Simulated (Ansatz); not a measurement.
## Worked example: correlation energy of CHO, doublet

Geometry: MP2(full)/6-31G*, from the G2/97 set.

```yaml
atoms:
  - { symbol: C, position_ang: [0.0326, 0.6351, 0.0000] }
  - { symbol: O, position_ang: [0.0326, -0.5557, 0.0000] }
  - { symbol: H, position_ang: [-0.9058, 1.2530, 0.0000] }
```

Basis STO-3G; Ansatz 0.2.0. Only valence electrons are correlated (noble-gas cores frozen), which leaves 11 electrons in 9 orbitals. Prefix R: restricted or restricted open-shell reference.

Full CI is exact within this basis and frozen core; it isn't the basis-set limit.

Runs differ by some tens of microhartree through their thresholds and, for an open shell, their frozen cores, so steps under 0.03 kcal/mol mean nothing.

```csv
level,total energy (hartree)
RHF,-111.729769
RMP2,-111.852108
RCCSD,-111.865264
RCCSD(T),-111.869849
RCCSDT,-111.871034
RCCSDT(Q),-111.871117
RCCSDTQ,-111.871185
full CI,-111.871276
```

Problem. What is the correlation energy at full CI, and what share of it do RMP2 and RCCSD(T) recover?

Solution. E(corr) = -111.871276 − (-111.729769) = -0.141507 hartree = -3.851 eV. RMP2: -0.122339 / -0.141507 = 86.45 %. RCCSD(T): -0.140080 / -0.141507 = 98.99 %.

Problem. By how many kcal/mol does RCCSD(T) miss full CI (1 hartree = 627.509 kcal/mol), and which steps make up the rest?

Solution. -111.869849 − (-111.871276) = 0.001427 hartree = 0.90 kcal/mol. Steps: RCCSDT − RCCSD(T) = -0.74, RCCSDT(Q) − RCCSDT = -0.05, RCCSDTQ − RCCSDT(Q) = -0.04, full CI − RCCSDTQ = -0.06 kcal/mol. With more than one leading determinant such errors change with state and geometry, and needn't cancel in differences.
